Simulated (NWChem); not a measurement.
## Total energies of Na

SMILES: [Na]
```xyz
1

Na     0.0000     0.0000     0.0000
```
Charge 0, spin multiplicity 2.

All runs are NWChem calculations.

Basis set: 6-31G* (18 functions).

```
method      total energy (Ha)
----------  -----------------
UHF                -161.84143
UMP2               -161.84362
UB2PLYP            -162.14742
UPBE               -162.14879
UB3LYP             -162.27988
UCAM-B3LYP         -162.25539
```

Total energies of different functionals aren't comparable as a measure of quality: only differences taken within one method are. 

The correlated methods keep 1 core orbital frozen. B3LYP has NWChem's definition, with VWN1-RPA local correlation. The Pople sets run with spherical d functions. The stability of the SCF solutions was not checked. Open-shell Hartree-Fock references start from PBE0 orbitals.
